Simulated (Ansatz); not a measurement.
Rhombohedral A7 Sb was calculated with PBE-D3(BJ) (Ansatz, a first-principles code, PAW).

Run with plane-wave cutoff 520 eV, 16×16×16 k mesh, Fermi–Dirac smearing 0.05 eV, scalar-relativistic PAW data made under PBE.

A third-order Birch–Murnaghan fit to the energies gives V0 = 29.733 Å³/atom, B0 = 42.5 GPa, B′ = 5.6.

```
V (Å³/atom)  P (GPa)
-----------  -------
28.545             ?
29.139         0.909
29.734        -0.005
30.329             ?
30.924             ?
```

Problem. Estimate the withheld pressures from this fit; the answers are the runs' own values.

Solution. 
- 28.545, P (GPa): 1.934
- 30.329, P (GPa): -0.803
- 30.924, P (GPa): -1.489

The formula P = (3/2) B0 (x^(7/3) − x^(5/3)) [1 + (3/4)(B′ − 4)(x^(2/3) − 1)] with x = V0/V meets the computed pressures within 0.01 GPa when these rounded values are put in.

Shape and atoms are relaxed at each volume.

Measured, for comparison: bulk modulus 39.5 GPa (copied from a table, unchecked, extrapolated to 0 K and zero-point effects removed; as tabulated in Lejaeghere et al. (2013), arXiv:1204.2733). Computed (rounded) less measured: bulk modulus not scored (unchecked).

Note: the bulk modulus comes from volumes at which shape and atoms were relaxed.

Spin–orbit coupling is not included.

Static lattice: no zero-point or thermal effects.
